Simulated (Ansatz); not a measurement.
## N2, singlet: reading a ladder of total energies

Geometry: a point of a stretch scan, not a stationary point.

```json
{"atom": "N", "x (Å)": "0.0000", "y (Å)": "0.0000", "z (Å)": "0.0000"}
{"atom": "N", "x (Å)": "0.0000", "y (Å)": "0.0000", "z (Å)": "0.8540"}
```

Basis 6-31G; Ansatz 0.2.0. Correlated methods freeze the noble-gas cores, which leaves 10 electrons in 16 orbitals. R marks a restricted (for open shells ROHF) determinant.

Full CI is exact within this basis and frozen core; it isn't the basis-set limit.

Runs differ by some tens of microhartree through their thresholds, so steps under 0.03 kcal/mol mean nothing.

```json
{"level": "RHF", "total energy (hartree)": "-108.539900"}
{"level": "RMP2", "total energy (hartree)": "-108.710327"}
{"level": "RCCSD", "total energy (hartree)": "-108.714671"}
{"level": "RCCSD(T)", "total energy (hartree)": "-108.718099"}
{"level": "RCCSDT", "total energy (hartree)": "-108.718254"}
{"level": "RCCSDT(Q)", "total energy (hartree)": "-108.718873"}
{"level": "RCCSDTQ", "total energy (hartree)": "-108.718838"}
{"level": "full CI", "total energy (hartree)": "-108.718872"}
```

**Question.** What is the correlation energy at full CI, and what share of it do RMP2 and RCCSDT recover?

**Answer.** E(corr) = -108.718872 − (-108.539900) = -0.178972 hartree = -4.870 eV. RMP2: -0.170427 / -0.178972 = 95.23 %. RCCSDT: -0.178354 / -0.178972 = 99.65 %.

**Question.** By how many kcal/mol does RCCSD(T) miss full CI (1 hartree = 627.509 kcal/mol), and which steps make up the rest?

**Answer.** -108.718099 − (-108.718872) = 0.000773 hartree = 0.49 kcal/mol. Steps: RCCSDT − RCCSD(T) = -0.10, RCCSDT(Q) − RCCSDT = -0.39, RCCSDTQ − RCCSDT(Q) = 0.02, full CI − RCCSDTQ = -0.02 kcal/mol. That is within 1 kcal/mol of the reference in this basis, which itself misses far more of the correlation at the basis-set limit.
